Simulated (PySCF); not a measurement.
Diamond: correlation energy from several methods in one and the same small orbital space (PySCF; 2 atoms at the zone centre, 8 electrons in 26 orbitals, empty ones MP2 natural orbitals of a DZ basis, lattice constant set to 3.567 Å). It tests the methods against each other and lies far from the crystal's limit.

Full CI gives -3.1857 eV per atom.

Question: What share of it do MP2, CCSD, CCSD(T), CCSDT, CCSDT(Q) recover?

Answer: MP2 70.3 %; CCSD 95.7 %; CCSD(T) 98.8 %; CCSDT 99.5 %; CCSDT(Q) 99.8 %.

```
method    E_corr (eV per atom)  share of full CI (%)  error (meV)
--------  --------------------  --------------------  -----------
MP2                    -2.2398                  70.3          946
CCSD                   -3.0487                  95.7          137
CCSD(T)                -3.1475                  98.8           38
CCSDT                  -3.1691                  99.5           17
CCSDT(Q)               -3.1805                  99.8            5
full CI                -3.1857                 100.0            0
```

The Hartree–Fock determinant has a weight of 0.83 in the full CI state.

MP2, (T) and (Q) use filled levels shifted down by the Madelung term, which in so small a cell is a large part of the gap, so these rows hang on it.
